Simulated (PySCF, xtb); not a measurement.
Dissociation curve of SMILES C[SiH3] (CH6Si). The C1–Si5 bond (C1 also carries H, H, H; Si5 carries H, H, H) is stretched with both fragments frozen at the PBE0/def2-TZVP optimised geometry.

Methods: RKS-B3LYP/6-311+G** = restricted B3LYP/6-311+G**, spherical d in PySCF 2.14.0; CASSCF(2,2)/cc-pVDZ (PySCF); RKS-LDA (SVWN5)/6-31G* = restricted LDA (SVWN5)/6-31G*, spherical d (PySCF); GFN1-xTB (xtb); UCCSD = CCSD on UHF/cc-pVDZ, 6 core orbitals frozen (PySCF).

Energies are in mEh, each relative to the lowest point of its own curve near equilibrium.

```tsv
R / Å	RKS-B3LYP/6-311+G**	CASSCF(2,2)	RKS-LDA (SVWN5)/6-31G*	GFN1-xTB	UCCSD
1.40	174.9	194.1	167.0	231.6	187.7
1.51	85.1	98.0	80.3	107.4	93.1
1.58	49.7	59.3	46.2	61.4	55.3
1.68	18.9	24.6	16.9	23.2	21.9
1.76	6.1	9.4	5.1	7.8	7.7
1.83	1.0	2.5	0.7	1.6	1.6
1.87	0.0	0.7	0.0	0.2	0.2
1.91	0.1	0.0	0.4	0.0	0.0
1.97	2.0	0.8	2.8	1.6	1.5
2.08	9.3	6.5	10.9	8.6	8.6
2.19	19.8	15.7	22.0	19.1	19.2
2.33	35.4	29.8	38.4	35.3	35.2
2.51	56.7	49.0	60.6	58.1	57.1
2.84	93.3	80.9	98.4	99.6	95.9
3.08	116.2	98.8	121.7	126.2	118.1
3.36	138.4	113.3	144.0	151.3	134.0
3.79	164.0	125.2	169.4	177.3	143.0
4.07	176.1	128.7	181.3	187.5	144.8
4.53	190.3	131.1	195.0	196.5	146.0
5.09	201.0	132.0	204.8	200.2	146.4
5.55	206.3	132.2	209.2	200.9	146.6
6.47	212.1	132.3	213.0	201.3	146.7
```

At the longest distance, 6.47 Å, RKS-LDA (SVWN5)/6-31G* lies highest above its minimum (213.0 mEh) and CASSCF(2,2) lowest (132.3 mEh).

The restricted form behind RKS-B3LYP/6-311+G**, RKS-LDA (SVWN5)/6-31G* keeps the bonding electrons paired and can't separate into open-shell fragments. The unrestricted determinant behind UCCSD is spin-contaminated at 2.84 to 6.47 Å (<S²> up to 1.0, against 0.00 for a pure singlet).
